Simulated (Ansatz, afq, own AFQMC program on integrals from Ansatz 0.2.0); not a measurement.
## AlBH5, doublet: AFQMC among the cluster methods

```yaml
atoms:
  - { symbol: Al, position_ang: [-0.9586, 0.0000, 0.0000] }
  - { symbol: H, position_ang: [-1.7515, 1.3734, 0.0000] }
  - { symbol: H, position_ang: [-1.7515, -1.3734, 0.0000] }
  - { symbol: H, position_ang: [0.7294, 0.0000, 0.0000] }
  - { symbol: B, position_ang: [2.1544, 0.0000, 0.0000] }
  - { symbol: H, position_ang: [2.6635, 0.0000, 1.0770] }
  - { symbol: H, position_ang: [2.6635, 0.0000, -1.0770] }
```

Basis cc-pVDZ. Noble-gas cores (and the filled d shells of Ga–Kr and In–Xe) are frozen. Ansatz 0.2.0 and our own AFQMC program on the same integrals; the CISD trial comes from CCSD amplitudes, and released means the phaseless constraint is let go. Error bars are statistical, one sigma.

Determinant: UHF, the one that the program's search chose, which needn't be the lowest solution. The geometry is a point of a scan.

No full CI on the walks' own integrals is used here; CCSDT(Q) serves as the reference and is uncertain by about the last step of the cluster series.

The T1 diagnostic is 0.0125. The weight of the determinant in the CISD state is 0.886, the ⟨S²⟩ of the determinant is 0.764 and the size of the correlated space is 11 electrons in 51 orbitals.

```
  level  correlation energy (eV)
    MP2                  -4.4013
   CCSD                  -5.5767
CCSD(T)                  -5.6839
```

**Question.** Estimate where phaseless AFQMC with the Hartree–Fock trial lies against CCSD(T) on the same integrals.

**Answer.** 2.10 ± 0.60 kcal/mol below CCSD(T).

Reference: CCSDT(Q), correlation energy -5.714 eV. The released energy is read at 2.40 1/Eh (meV from the phaseless value at times in 1/Eh: 0 ± 3 at 0.24, 2.1 ± 2.3 at 0.51, 0.5 ± 1.4 at 0.99, 0.5 ± 2.2 at 1.62, -1.1 ± 2.2 at 2.40).

```csv
level,E − E(reference) (kcal/mol),share of correlation (%)
CCSD(T),0.70,99.47
CCSDT,0.09,99.93
ph-AFQMC/HF,-1.40 ± 0.60,101.06
ph-AFQMC/CISD,0.02 ± 0.06,99.99
released AFQMC,-0.01 ± 0.05,100.01
```

A walk keeps the symmetry of its determinant, which the program's search chose and which needn't be the lowest solution, so a lower state of the same spin and another symmetry isn't excluded. Released energies are given only where the last usable release times agree within the noise; a slower fall can still hide under it.
